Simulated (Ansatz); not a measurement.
A made-up structure of CH5MgO (charge +1), singlet:

C1  (-0.882, 1.020, -0.518)
Mg2  (0.128, -0.152, 0.076)
O3  (1.125, -1.301, 0.661)
H4  (-1.816, 0.456, -0.876)
H5  (-0.294, 1.519, -1.370)
H6  (-1.083, 1.720, 0.370)
H7  (1.023, -2.206, 0.361)
H8  (1.799, -1.056, 1.297)
(Å)

It is relaxed with PBE-D4/def2-SVP and then PBE0-D4/def2-TZVP (Ansatz 0.2.0). Atoms count as bonded within 1.22 times the sum of their covalent radii (H–H: 0.88 Å). The end point is not checked to be a true minimum.

Does its bonding change? (Judge from chemistry; the calculation decides.)

The calculation gives: No: no bond forms or breaks.

Where it ends: The first stage lowers the energy by 3.37 eV in 6 steps. It ends as CH₅MgO ([CH3][Mg][OH2]), total charge +1:
```tsv
atom	x (Å)	y (Å)	z (Å)
C1	-1.0885	1.2594	-0.6396
Mg2	0.1594	-0.1859	0.0954
O3	1.3884	-1.6061	0.8157
H4	-2.0099	0.8019	-1.0040
H5	-0.6008	1.7860	-1.4617
H6	-1.3321	1.9735	0.1489
H7	1.3817	-2.5460	0.5887
H8	2.1017	-1.4828	1.4568
```

Labels in which every atom is bracketed show which atoms are joined, not bond orders.

For scale, one of the runs: PBE0-D4/def2-TZVP relaxation, 124 basis functions, launched by `ansatz run in.yaml --threads 2 --pin off --events-out ev --progress --plain --max-ram 4352MiB`. The run took about 14 s on 2 CPU threads of an Arm Neoverse V1 (shared host).
